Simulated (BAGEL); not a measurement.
**Si2NH7 (SMILES [SiH3]N[SiH3]), step by step**

We compute the energy (HF/cc-pVDZ), then the energy (NEVPT2(2,2)/cc-pVDZ), then the energy (CASPT2(2,2)/cc-pVDZ) of Si2NH7. 

The calculation is run with BAGEL 1.2.2.

**1. Starting point**

Si2NH7: 10 atoms, total charge 0, spin state singlet. As SMILES, `[SiH3]N[SiH3]`. One bond was lengthened or shortened from a relaxed shape.

Bond lengths: Si1–N2 1.726 Å, N2–Si3 1.726 Å, Si1–H4 1.484 Å, Si1–H5 1.490 Å, Si1–H6 1.488 Å, N2–H7 1.163 Å, Si3–H8 1.484 Å, Si3–H9 1.488 Å, Si3–H10 1.490 Å. Some angles: Si1–N2–Si3 128.9°, Si1–N2–H7 115.5°, Si3–N2–H7 115.5°, N2–Si1–H4 107.4°, N2–Si1–H5 112.6°, N2–Si1–H6 110.9°, N2–Si3–H8 107.4°, N2–Si3–H9 110.9°, N2–Si3–H10 112.6°, H4–Si1–H5 109.0°.

**2. The energy at HF/cc-pVDZ (density fitting with svp-jkfit) (run 1)**

The input, job.json:

```json
{ "bagel" : [

{
  "title" : "molecule",
  "basis" : "cc-pvdz.json",
  "df_basis" : "svp-jkfit",
  "angstrom" : false,
  "geometry" : [
    { "atom" : "Si", "xyz" : [    -2.03919023,     1.20164472,    -1.81718710 ] },
    { "atom" : "N", "xyz" : [     0.15816441,     0.71413317,     0.54243833 ] },
    { "atom" : "Si", "xyz" : [     1.81326214,    -1.99888993,     1.27323321 ] },
    { "atom" : "H", "xyz" : [    -2.66433053,    -1.30347072,    -2.90992123 ] },
    { "atom" : "H", "xyz" : [    -1.07444725,     2.87777510,    -3.86300460 ] },
    { "atom" : "H", "xyz" : [    -4.36635016,     2.40194206,    -0.79002646 ] },
    { "atom" : "H", "xyz" : [     0.68406196,     2.48931733,     1.72520657 ] },
    { "atom" : "H", "xyz" : [     0.69314587,    -4.09087345,    -0.21989609 ] },
    { "atom" : "H", "xyz" : [     1.62695404,    -2.58047205,     4.01887299 ] },
    { "atom" : "H", "xyz" : [     4.55147529,    -1.79464833,     0.65206134 ] }
  ]
},

{
  "title" : "hf"
},

{
  "title" : "print",
  "file" : "orbitals.molden",
  "orbitals" : true
}

]}
```

The basis set cc-pVDZ is read from a file made from the Basis Set Exchange's data (not shown).

On the command line:

```bash
$ BAGEL_NUM_THREADS=1 BAGEL job.json > job.out
```

Output:

```text
* using 1 threads per process

  ===============================================================
  ===============================================================

  *** Geometry ***

  { "atom" : "Si", "xyz" : [     -2.039190,      1.201645,     -1.817187 ] },
  { "atom" : "N", "xyz" : [      0.158164,      0.714133,      0.542438 ] },
  { "atom" : "Si", "xyz" : [      1.813262,     -1.998890,      1.273233 ] },
  { "atom" : "H", "xyz" : [     -2.664331,     -1.303471,     -2.909921 ] },
  { "atom" : "H", "xyz" : [     -1.074447,      2.877775,     -3.863005 ] },
  { "atom" : "H", "xyz" : [     -4.366350,      2.401942,     -0.790026 ] },
  { "atom" : "H", "xyz" : [      0.684062,      2.489317,      1.725207 ] },
  { "atom" : "H", "xyz" : [      0.693146,     -4.090873,     -0.219896 ] },
  { "atom" : "H", "xyz" : [      1.626954,     -2.580472,      4.018873 ] },
  { "atom" : "H", "xyz" : [      4.551475,     -1.794648,      0.652061 ] },

  Number of auxiliary basis functions:      459

  Since a DF basis is specified, we compute 2- and 3-index integrals:
    o Being stored without compression. Storage requirement is 0.027 GB

  Number of basis functions:       85
  Number of electrons      :       42

    * METHOD: MOLECULE                             0.14

  *** RHF ***

  === Nuclear Repulsion ===
   156.1008305014

      * DIIS with orbital gradients will be used.

  === RHF iteration (cc-pvdz.json) ===
      0       -636.20100161          0.01541423           0.04
      1       -636.32711962          0.01113019           0.04
      2       -636.40129486          0.00141486           0.04
      3       -636.40311633          0.00022657           0.03
      4       -636.40315443          0.00006800           0.03
      5       -636.40315818          0.00000950           0.03
      6       -636.40315832          0.00000232           0.03
      7       -636.40315833          0.00000049           0.03
      8       -636.40315833          0.00000014           0.03
      9       -636.40315833          0.00000003           0.04
     10       -636.40315833          0.00000001           0.04
    * SCF iteration converged.

    * Permanent dipole moment:
           (   -0.093922,    -0.321377,    -0.215775) a.u.

    * METHOD: HF                                   0.48

    * METHOD: PRINT                                0.01

  ===============================================================
```

It took 0.86 s on 1 thread of AMD EPYC 9R45 (Zen 5), shared host; peak memory 0.15 GiB.

**3. The energy at NEVPT2(2,2)/cc-pVDZ (density fitting with svp-jkfit) (run 2)**

The input, job.json:

```json
{ "bagel": [

{
  "title": "molecule",
  "basis": "cc-pvdz.json",
  "df_basis": "svp-jkfit",
  "angstrom": false,
  "geometry": [
    { "atom": "Si", "xyz": [ -2.03919023,  1.20164472, -1.81718710 ] },
    { "atom": "N", "xyz": [  0.15816441,  0.71413317,  0.54243833 ] },
    { "atom": "Si", "xyz": [  1.81326214, -1.99888993,  1.27323321 ] },
    { "atom": "H", "xyz": [ -2.66433053, -1.30347072, -2.90992123 ] },
    { "atom": "H", "xyz": [ -1.07444725,  2.87777510, -3.86300460 ] },
    { "atom": "H", "xyz": [ -4.36635016,  2.40194206, -0.79002646 ] },
    { "atom": "H", "xyz": [  0.68406196,  2.48931733,  1.72520657 ] },
    { "atom": "H", "xyz": [  0.69314587, -4.09087345, -0.21989609 ] },
    { "atom": "H", "xyz": [  1.62695404, -2.58047205,  4.01887299 ] },
    { "atom": "H", "xyz": [  4.55147529, -1.79464833,  0.65206134 ] }
  ]
},
{ "title": "hf" },
{ "title": "nevpt2", "nstate": 1, "nact": 2, "nclosed": 20, "active": [15, 27], "maxiter": 200, "natocc": true, "ncore": 11 },
{ "title": "print", "file": "orbitals.molden", "orbitals": true }

]}
```

The basis set cc-pVDZ is read from a file made from the Basis Set Exchange's data (not shown).

On the command line:

```bash
$ BAGEL_NUM_THREADS=1 BAGEL job.json > job.out
```

Output:

```text
* using 1 threads per process

  ===============================================================
  ===============================================================

  *** Geometry ***

  { "atom" : "Si", "xyz" : [     -2.039190,      1.201645,     -1.817187 ] },
  { "atom" : "N", "xyz" : [      0.158164,      0.714133,      0.542438 ] },
  { "atom" : "Si", "xyz" : [      1.813262,     -1.998890,      1.273233 ] },
[... 6 lines of this table left out ...]
  { "atom" : "H", "xyz" : [      4.551475,     -1.794648,      0.652061 ] },

  Number of auxiliary basis functions:      459

  Since a DF basis is specified, we compute 2- and 3-index integrals:
    o Being stored without compression. Storage requirement is 0.027 GB

[... 18 lines left out ...]
    * SCF iteration converged.
[... 1 line left out ...]
    * Permanent dipole moment:
[... 28 lines left out ...]
    * Second-order optimization converged. *

     guess   0:   closed 1.                   open ..

  === FCI iteration ===

      0  0      -636.40275733     9.14e-02      0.00
      1  0      -636.42471492     2.43e-03      0.00
      2  0 *    -636.42474039     3.45e-16      0.00

     * ci vector, state   0, <S^2> = 0.0000
       2.     0.9928476221
       .2    -0.1193884384

  === DF-NEVPT2 calculation ===

    * 3-index integral transformation done
    * assembly done

      NEVPT2 correlation energy:   -0.3607128238      0.09

          (+0)     -0.2867943822
          (+0)'    -0.0275406551
          (+1)     -0.0055866175
          (+1)'    -0.0000000000
          (+2)     -0.0003847283
          (-1)     -0.0330805624
          (-1)'     0.0000000000
          (-2)     -0.0073258783

      NEVPT2 total energy:       -636.7854532090

    * METHOD: NEVPT2                               2.66

    * METHOD: PRINT                                0.01

  ===============================================================
```

Wall time 3.6 s (1 thread of AMD EPYC 9R45 (Zen 5), shared host); peak memory 0.15 GiB.

**4. The energy at CASPT2(2,2)/cc-pVDZ (density fitting with svp-jkfit) (run 3)**

The input, input.json:

```json
{ "bagel" : [

{
  "title" : "molecule",
  "basis" : "cc-pvdz.json",
  "df_basis" : "svp-jkfit",
  "geometry" : [
    { "atom" : "Si", "xyz" : [ -2.03919023,  1.20164472, -1.81718710 ] },
    { "atom" : "N", "xyz" : [  0.15816441,  0.71413317,  0.54243833 ] },
    { "atom" : "Si", "xyz" : [  1.81326214, -1.99888993,  1.27323321 ] },
    { "atom" : "H", "xyz" : [ -2.66433053, -1.30347072, -2.90992123 ] },
    { "atom" : "H", "xyz" : [ -1.07444725,  2.87777510, -3.86300460 ] },
    { "atom" : "H", "xyz" : [ -4.36635016,  2.40194206, -0.79002646 ] },
    { "atom" : "H", "xyz" : [  0.68406196,  2.48931733,  1.72520657 ] },
    { "atom" : "H", "xyz" : [  0.69314587, -4.09087345, -0.21989609 ] },
    { "atom" : "H", "xyz" : [  1.62695404, -2.58047205,  4.01887299 ] },
    { "atom" : "H", "xyz" : [  4.55147529, -1.79464833,  0.65206134 ] }
  ]
},
{
  "title" : "hf"
},
{
  "title" : "casscf",
  "nstate" : 1,
  "nact" : 2,
  "nclosed" : 20,
  "active" : [15, 27],
  "maxiter" : 200,
  "natocc" : true
},
{
  "title" : "print",
  "file" : "orbitals.molden",
  "orbitals" : true
},
{
  "title" : "smith",
  "method" : "caspt2",
  "ms" : true,
  "xms" : true,
  "sssr" : true,
  "shift" : 0.2,
  "shift_imag" : true,
  "ncore" : 11
}

]}
```

The basis set cc-pVDZ is read from a file made from the Basis Set Exchange's data (not shown).

On the command line:

```bash
$ BAGEL_NUM_THREADS=1 BAGEL input.json > input.out
```

Output:

```text
* using 1 threads per process

  ===============================================================
  ===============================================================

  *** Geometry ***

  { "atom" : "Si", "xyz" : [     -2.039190,      1.201645,     -1.817187 ] },
  { "atom" : "N", "xyz" : [      0.158164,      0.714133,      0.542438 ] },
  { "atom" : "Si", "xyz" : [      1.813262,     -1.998890,      1.273233 ] },
[... 6 lines of this table left out ...]
  { "atom" : "H", "xyz" : [      4.551475,     -1.794648,      0.652061 ] },

  Number of auxiliary basis functions:      459

  Since a DF basis is specified, we compute 2- and 3-index integrals:
    o Being stored without compression. Storage requirement is 0.027 GB

[... 18 lines left out ...]
    * SCF iteration converged.
[... 1 line left out ...]
    * Permanent dipole moment:
[... 27 lines left out ...]
    * Second-order optimization converged. *
[... 9 lines left out ...]
     * ci vector, state   0, <S^2> = 0.0000
[... 16 lines left out ...]
    * Zeroth order energy : state  0       -1.2831831986
[... 4 lines left out ...]
       #      aibj      arbs      arbi      airj      risj      airs      arst      rist         Etot      error   time
[... 2 lines left out ...]
       0  -0.28602  -0.00871  -0.03368  -0.00594  -0.00052  -0.02379  -0.00000  -0.00000   -0.3586587  0.0021663   0.04
       1  -0.28632  -0.00878  -0.03391  -0.00610  -0.00057  -0.02449  -0.00000  -0.00000   -0.3601710  0.0003817   0.03
       2  -0.28636  -0.00879  -0.03388  -0.00611  -0.00057  -0.02453  -0.00000  -0.00000   -0.3602356  0.0000872   0.03
       3  -0.28636  -0.00879  -0.03388  -0.00610  -0.00058  -0.02453  -0.00000  -0.00000   -0.3602380  0.0000194   0.03
       4  -0.28636  -0.00879  -0.03388  -0.00610  -0.00058  -0.02453  -0.00000  -0.00000   -0.3602382  0.0000046   0.04
       5  -0.28636  -0.00879  -0.03388  -0.00610  -0.00058  -0.02453   0.00000  -0.00000   -0.3602382  0.0000009   0.04

      ------------------------------------------------------------------------------------------------------------------

    * CASPT2 energy : state  0     -636.7872822086
        w/o shift correction       -636.7849785567
        reference weight              0.8809725883

    * METHOD: SMITH                                0.33

  ===============================================================
```

Wall time 3.9 s (1 thread of AMD EPYC 9R45 (Zen 5), shared host); peak memory 0.15 GiB.

**5. Results**

| quantity | value |
| --- | --- |
| run 1, HF/cc-pVDZ: total energy | -636.40316 Eh |
| run 1, HF/cc-pVDZ: dipole moment | 1.01 D |
| run 1, HF/cc-pVDZ: HOMO energy | -10.60 eV |
| run 1, HF/cc-pVDZ: LUMO energy | 3.58 eV |
| run 1, HF/cc-pVDZ: HOMO–LUMO gap | 14.17 eV |
| run 2, NEVPT2(2,2)/cc-pVDZ: total energy | -636.78545 Eh |
| run 3, CASPT2(2,2)/cc-pVDZ: total energy | -636.78728 Eh |
